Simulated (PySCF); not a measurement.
## BN: energy against distance

Set-up: PySCF, no relativity, basis sets B def2-TZVPP, N def2-TZVPP. Energies in eV from B + N in their ground configurations at the same level. State: ³Π (triplet), unpaired electrons σ ↑, π ↑.

All columns are MN15. A positive dipole means B(−)N(+).

```tsv
R (Å)	E (eV)	μ (D)	Mulliken charge on B (basis-dependent)	HOMO (eV)	LUMO (eV)	Mayer bond order	⟨S²⟩
1.133	-3.496	-2.08	-0.18	-9.64	-5.00	2.33	2.00
1.185	-4.274	-2.15	-0.08	-9.66	-4.76	2.32	2.01
1.238	-4.708	-2.22	0.00	-9.67	-4.56	2.31	2.01
1.278	-4.861	-2.26	0.06	-9.53	-4.41	2.30	2.01
1.317	-4.899	-2.31	0.11	-9.35	-4.28	2.28	2.01
1.357	-4.845	-2.34	0.15	-9.18	-4.16	2.26	2.01
1.409	-4.667	-2.37	0.20	-8.97	-4.02	2.23	2.01
1.475	-4.326	-2.37	0.24	-8.72	-3.87	2.19	2.01
1.554	-3.824	-2.28	0.26	-8.44	-4.07	2.10	2.01
1.659	-3.133	-2.04	0.26	-8.09	-4.26	1.89	2.01
```

A fit through these points gives, at Re = 1.312 Å, μ = -2.30 D and dμ/dR = -1.00 D/Å; the reduced mass is 6.164 u.

How strong is the fundamental in the double-harmonic approximation, I = 42.26·(dμ/dR)²/μred km/mol?

I = 42.26·(-1.00)²/6.164 = 6.86 km/mol at MN15.

The state was picked by a PBE0 search and need not be the measured ground state.
